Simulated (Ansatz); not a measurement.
Results of BLYP (Ansatz, a first-principles code, PAW) for A-type hexagonal La2O3.

Settings: plane-wave cutoff 520 eV, 12×12×6 k mesh (along the axes of the cell as run), Fermi–Dirac smearing 0.01 eV, scalar-relativistic PAW data made under PBE.

Energies at three volumes about the minimum:

```tsv
V (Å³/atom)	E − E_lowest (meV/atom)
16.986	2.33
17.333	0.00
17.680	2.15
```

Problem. Fit a parabola by hand: where is the minimum, and what is the bulk modulus?

Solution. Slopes: (0.00 − 2.33)/(17.333 − 16.986) = -6.715 and (2.15 − 0.00)/(17.680 − 17.333) = 6.196 meV/Å³. Curvature E″ = 2 × (6.196 − (-6.715))/(17.680 − 16.986) = 37.207 meV/Å⁶. From the middle of the first interval, the slope vanishes at V0 = 17.1595 − (-6.715)/37.207 = 17.340 Å³/atom. B = V0 E″ = 17.340 × 37.207 meV/Å³ × 0.1602 GPa per meV/Å³ = 103 GPa. The full Birch–Murnaghan fit to all volumes gives V0 = 17.334 Å³/atom and B0 = 103 GPa.

Shape and atoms are relaxed at each volume.

Measured, for comparison: bulk modulus 113 GPa (300 K, no zero-point or thermal correction; as tabulated in Santana et al. (2016), arXiv:1608.06321); equilibrium volume per atom 16.44 Å³/atom (room temperature, no zero-point or thermal correction, equation of state from high-pressure X-ray diffraction; as tabulated in Ibáñez et al. (2020), arXiv:2005.12956). Computed (rounded) less measured: bulk modulus -9 %, equilibrium volume per atom +5.4 %.

Note: the bulk modulus comes from volumes at which shape and atoms were relaxed.
